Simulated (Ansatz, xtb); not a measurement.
# Two isomers of C3H7O−

We compare a, `C[CH-]CO`, a singlet, with b, `CCC[O-]`, a singlet. Both are isolated ions in the gas phase, relaxed with B3LYP-D3(BJ)/def2-SVPD; the shapes shown needn't be the lowest conformers.

a (Å):

```xyz
11

C    -1.8243    1.5021   -0.6069
C    -0.8075    0.4448   -1.0006
C    -1.1883   -0.9531   -0.6973
O    -0.6711   -1.4118    0.6178
H    -1.4728    2.5188   -0.8607
H    -2.8431    1.3959   -1.0831
H    -2.0152    1.5099    0.4817
H    -0.4730    0.5675   -2.0446
H    -2.2873   -1.1459   -0.6086
H    -0.7929   -1.6499   -1.4623
H     0.0076   -0.7268    0.7590
```

b (Å):

```yaml
atoms:
  - { symbol: C, position_ang: [-2.4946, 1.8012, -0.8839] }
  - { symbol: C, position_ang: [-1.3614, 0.7946, -0.6928] }
  - { symbol: C, position_ang: [0.0046, 1.5017, -0.4237] }
  - { symbol: O, position_ang: [0.0130, 2.3044, 0.6402] }
  - { symbol: H, position_ang: [-3.4851, 1.3214, -0.9720] }
  - { symbol: H, position_ang: [-2.4977, 2.4884, -0.0249] }
  - { symbol: H, position_ang: [-2.3252, 2.4046, -1.7930] }
  - { symbol: H, position_ang: [-1.5839, 0.1538, 0.1797] }
  - { symbol: H, position_ang: [-1.2728, 0.1329, -1.5795] }
  - { symbol: H, position_ang: [0.2499, 2.0227, -1.4156] }
  - { symbol: H, position_ang: [0.7660, 0.6512, -0.3927] }
```

Problem. Estimate which is lower in electronic energy at CCSD(T)/def2-SVPD + ΔMP2/def2-TZVPPD, and by roughly how much.

Solution. The CCSD(T)/def2-SVPD + ΔMP2/def2-TZVPPD calculation puts structure b lower, by 104.7 kJ/mol.

Level by level:

```tsv
level	geometry	E(b) − E(a) (kJ/mol)	departure from the last row (kJ/mol)	job, with rough time for the two
GFN2-xTB	GFN2-xTB	−160.1	−55.4	optimisation, 0.19 s
HF/STO-3G	GFN2-xTB	−17.3	+87.4	single point, 0.35 s
r2SCAN-D4/def2-SVPD	GFN2-xTB	−122.9	−18.2	single point, 4.2 s
B3LYP-D3(BJ)/def2-SVPD	B3LYP-D3(BJ)/def2-SVPD	−115.5	−10.8	optimisation, 47 s
HF/def2-SVPD	B3LYP-D3(BJ)/def2-SVPD	−128.4	−23.7	part of the CCSD(T) run
MP2/def2-SVPD	B3LYP-D3(BJ)/def2-SVPD	−118.0	−13.4	part of the CCSD(T) run
CCSD(T)/def2-SVPD	B3LYP-D3(BJ)/def2-SVPD	−117.6	−12.9	single point
CCSD(T)/def2-SVPD + ΔMP2/def2-TZVPPD	B3LYP-D3(BJ)/def2-SVPD	−104.7		single point, 66 s
```

As drawn, b has 1 C–H in place of 1 O–H.

The levels shown agree on the order. The largest departure from CCSD(T)/def2-SVPD + ΔMP2/def2-TZVPPD is that of HF/STO-3G, 87.4 kJ/mol. The last row adds to CCSD(T) the change of the MP2 difference between the two basis sets, here +12.9 kJ/mol, a large step that makes the value less sure.

With harmonic frequencies from B3LYP-D3(BJ)/def2-SVPD (ideal gas, rigid rotor, one conformer each, 600 K, 1 atm): the zero-point term adds +3.2 kJ/mol; ΔH is −105.0 and ΔG −96.1 kJ/mol.

The correlated steps freeze 4 core orbitals. Programs: Ansatz 0.2.0, xtb 6.7.1; the last row on 2 threads of Intel(R) Xeon(R) Processor @ 2.70GHz on a shared host.
